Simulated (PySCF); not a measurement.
Phosphorus pentafluoride, PF₅.
Cartesian coordinates in Å at the PBE0-D3(BJ)/def2-SVP level; atoms count from 1:
```xyz
6
PF5 angstrom
F      0.642   -0.574   -1.352
P      0.003   -0.005   -0.008
F      1.110    1.104    0.049
F      0.244   -1.389    0.692
F     -1.344    0.268   -0.763
F     -0.636    0.564    1.337
```

Method: PBE0-D3(BJ)/def2-SVP geometry optimisation, gas phase (PySCF 2.14.0).

Task: Which atoms are bound to P2, and at what distances?

Result: 5 atoms: F3 1.568 Å, F5 1.568 Å, F4 1.569 Å, F1 1.594 Å, F6 1.594 Å.

Task: List the angles at P2.

Result: 
| angle | degrees | distance of the outer atoms (Å) |
| --- | --- | --- |
| F1–P2–F6 | 180.0 | 3.19 |
| F3–P2–F5 | 120.0 | 2.72 |
| F4–P2–F5 | 120.0 | 2.72 |
| F3–P2–F4 | 120.0 | 2.72 |
| F4–P2–F6 | 90.0 | 2.24 |
| F1–P2–F5 | 90.0 | 2.24 |
| F3–P2–F6 | 90.0 | 2.24 |
| F1–P2–F4 | 90.0 | 2.24 |
| F1–P2–F3 | 90.0 | 2.24 |
| F5–P2–F6 | 90.0 | 2.24 |

Task: What is the shape at P2?

Result: Trigonal bipyramidal: τ5 = (β − α)/60° = 1.00 from the two widest angles, 180.0° and 120.0° (0 for a square pyramid, 1 for a trigonal bipyramid). The P–F distances aren't all alike: 1.568 to 1.594 Å.

Task: What are the rotational constants (commonest isotopes, rigid rotor)?

Result: A = 3604, B = 3034, C = 3033 MHz: a prolate symmetric top.

Point group: D3h (every atom within 0.08 Å of its image). Charge 0, singlet. PBE0-D3(BJ)/def2-SVP frequencies: not computed here.

Hardware: Arm Neoverse V1, one thread, shared host. Cost: 32 s of wall time, 0.37 GiB resident at most. This is the geometry optimisation.
